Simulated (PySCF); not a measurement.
## SF2: fields on a plane

These are results of PySCF, r2SCAN, basis S def2-TZVP, F def2-TZVP (no relativity, density fitting), not measurements.

The singlet minimum has S–F 1.602 Å (×2); F–S–F 98.7°.

The plane holds S1 at (0.00, 0.00), F2 at (1.60, 0.00), F3 at (-0.24, 1.58) Å. Columns run from x = -2.25 to 4.05 Å, rows from y = 3.75 (top) to -1.95 Å, in steps of 0.3 Å. Other isomers or separated fragments may lie lower.

Q: Give the electron density (e/Å³) (cut at 5 e/Å³). Lower edges of the bins (e/Å³): '0' 0.000, '1' 0.030, '2' 0.076, '3' 0.151, '4' 0.268, '5' 0.455, '6' 0.750, '7' 1.218, '8' 1.960, '9' 3.136; top 5.00.

A: 
```
0000000000000000000000
0000000000000000000000
0000000000000000000000
0000001100000000000000
0000123321000000000000
0001246653100000000000
0002479985210000000000
0002599996310000000000
0002589996311100000000
0001468875322321000000
0001356765445653100000
0001356876679985200000
0002357998789996310000
0002468998789996310000
0001356876679985200000
0001245655445653100000
0000123443223321000000
0000011221111100000000
0000000000000000000000
0000000000000000000000
```

Q: Give the electrostatic potential (V) (cut at 20 V). Lower edges of the bins (V): '_' -0.29, '.' -0.17, ':' 0.02, '-' 0.32, '=' 0.79, '+' 1.55, '*' 2.75, '#' 4.65, '%' 7.66, '@' 12.43; top 20.0, each point printed twice.

A: 
```
............__________......................
........__________________..................
......____________________..................
......__....::....__________................
....____..--====--..________................
........--**%%%%##==::____..................
::....::++@@@@@@@@**--::......______........
::::::--**@@@@@@@@%%++--::....__________....
::----==**@@@@@@@@%%**==--::..__________....
----==++**%%@@@@@@%%##**++==--..__________..
--==++**##%%@@@@@@@@%%######**==..________..
====++**%%@@@@@@@@@@@@@@@@@@@@**--..______..
====++**%%@@@@@@@@@@@@@@@@@@@@%%++::______..
====++**%%@@@@@@@@@@@@@@@@@@@@%%++::____....
====++**##@@@@@@@@@@@@@@@@@@@@**--..____....
--====++**%%@@@@@@@@%%######**==::..____....
--====++++**##%%%%%%##**++==--....____......
----======++**********++==--::..............
------======++++++++++==----::..............
----------==============----::::............
```
